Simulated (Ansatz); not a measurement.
Two structures of BNH5F, closed shell, reached by relaxing down either side of one saddle point (PBE0-D4/def2-TZVP). Energies are electronic, without zero-point energy. Computed with Ansatz 0.2.0 (basis: def2-TZVPP and def2-QZVPP); correlated methods freeze the cores. Extrapolation: Hartree–Fock as exp(−7.88 √X), correlation as X^−2.97. First:

```
atom    x (Å)    y (Å)    z (Å)
  B1  -0.1099  -0.8094  -0.2176
  F2   0.9713  -1.0129  -1.0765
  H3  -1.1956  -0.8499  -0.7652
  H4  -0.0426  -1.4338   0.8245
  H5   0.0313   1.3767  -0.5780
  N6   0.0629   0.7728   0.2382
  H7  -0.6761   1.0485   0.8768
  H8   0.9588   0.9079   0.6976
```

Second:

```
atom    x (Å)    y (Å)    z (Å)
  B1  -0.5427  -0.8125   0.5111
  F2   1.3275   0.4808  -1.9611
  H3  -1.5732  -1.1123  -0.0117
  H4   0.1672  -1.6105   1.0444
  H5   0.8277   0.4036  -1.1738
  N6  -0.1330   0.5243   0.4665
  H7  -0.7355   1.2633   0.1382
  H8   0.6619   0.8632   0.9863
```

Task: Which bonds change from the first to the second?

Result: BH₂F ([BH2][F]) + NH₃ → BNH₄ ([BH2][NH2]) + HF; bonds formed: F2–H5; dative contacts that become bonds: B1–N6; bonds broken: B1–F2, H5–N6.

Task: Give the saddle point's structure and its height above each. (Judge from chemistry; the value comes from the calculation.)

Result: The calculation gives: 139.2 kJ/mol above the first and 70.1 kJ/mol above the second (CCSD(T) at an estimated basis limit (MP2 extrapolated from triple and quadruple zeta, plus CCSD(T) − MP2 in triple zeta)).
| atom | x (Å) | y (Å) | z (Å) |
| --- | --- | --- | --- |
| B1 | -0.2301 | -0.7074 | 0.0455 |
| F2 | 0.7526 | -0.3702 | -1.4149 |
| H3 | -1.2942 | -1.0038 | -0.4062 |
| H4 | 0.4344 | -1.4986 | 0.6427 |
| H5 | 0.6346 | 0.5093 | -0.8056 |
| N6 | -0.0295 | 0.7430 | 0.3990 |
| H7 | -0.8248 | 1.3616 | 0.3505 |
| H8 | 0.5569 | 0.9661 | 1.1889 |

T1 diagnostic: at most 0.012.

The step is the kind of exchange with an N–H group that builds nitride films in atomic layer and chemical vapour deposition.

Labels in which every atom is bracketed show which atoms are joined, not bond orders.

For scale, one of the runs: CCSD(T)/def2-TZVPP, 163 basis functions (an equivalent command: `ansatz run in.yaml --threads 2`). The run took 15 s on 2 CPU threads (shared host), with 1.5 GiB of host memory at its peak.
